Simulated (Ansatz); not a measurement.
# C2H7N (singlet): wave-function methods side by side, cc-pVTZ

The task here is to estimate one member of a computed series from the others.

The runs use Ansatz 0.2.0, Gaussian basis; cc-pVTZ, core rule «outside noble gas», up to 3 orbitals frozen.

Plan: UHF; CCSD(T) on RHF; BCCD(T) on RHF.

15 further runs of the same task are left out: 2 that didn't finish, 13 set aside as unsound or not needed.

**The system**

The geometry is an MP2(full)/6-31G* stationary point (not a proven minimum).

10 atoms, charge 0, spin multiplicity 1.

Atoms are counted from 1 here; the program's logs count them from 0.

Bond lengths: C1–C2 1.526 Å, C1–H4 1.095 Å, C1–H5 1.095 Å, C1–H6 1.095 Å, C2–N3 1.464 Å, C2–H7 1.095 Å, C2–H8 1.095 Å, N3–H9 1.019 Å, N3–H10 1.019 Å. Angles: C2–C1–H4 111.6°, C2–C1–H5 110.6°, C2–C1–H6 110.6°, H4–C1–H5 108.0°, H4–C1–H6 108.0°, H5–C1–H6 107.9°, C1–C2–N3 115.5°, C1–C2–H7 109.8°, C1–C2–H8 109.8°, N3–C2–H7 107.4°, N3–C2–H8 107.4°, H7–C2–H8 106.4°, C2–N3–H9 109.3°, C2–N3–H10 109.3°, H9–N3–H10 105.8°.

Set-up of the first run:

Input file in.yaml:

```yaml
crystal:
  periodic: [false, false, false]
  atoms:
    - {symbol: C, position_ang: [1.251232, -0.369520, 0.000000]}
    - {symbol: C, position_ang: [0.041218, 0.560029, 0.000000]}
    - {symbol: N, position_ang: [-1.264133, -0.103400, 0.000000]}
    - {symbol: H, position_ang: [2.190528, 0.192576, 0.000000]}
    - {symbol: H, position_ang: [1.243014, -1.013682, 0.884909]}
    - {symbol: H, position_ang: [1.243014, -1.013682, -0.884909]}
    - {symbol: H, position_ang: [0.075779, 1.215041, -0.876478]}
    - {symbol: H, position_ang: [0.075779, 1.215041, 0.876478]}
    - {symbol: H, position_ang: [-1.331108, -0.714262, 0.813132]}
    - {symbol: H, position_ang: [-1.331108, -0.714262, -0.813132]}
basis:
  gaussian: {orbitals: cc-pVTZ}
magnetization: {spin_polarized: true, initial_magnetization: 0}
hamiltonian: {xc: hf}
output: {orbitals: {seedname: orbitals}}
```

The run is started by

```
ansatz run in.yaml --threads 1 --pin off --events-out ev --progress --plain --max-ram 4096MiB --backend cpu
```

Steps of the session up to this table: UHF; CCSD(T) on RHF; BCCD(T) on RHF.

One of the session's tables, all rows but one given; the rest of the session is left out.

```
  method  from RCCSD(T) (kJ/mol)
     RHF                 +1669.6
    RMP2                  +149.3
   RCCSD                       ?
RCCSD(T)                       0
 BCCD(T)                    -0.3
```

Estimate the missing values for RCCSD.

**Answer.** from RCCSD(T) (kJ/mol): +59.1. In the column «from RCCSD(T) (kJ/mol)» it lies between RCCSD(T) (0) and RMP2 (+149.3).

With the free atoms at the same levels and basis (separate runs), the atomisation energy is 37.130 eV at RCCSD(T), 27.782 eV at RHF.
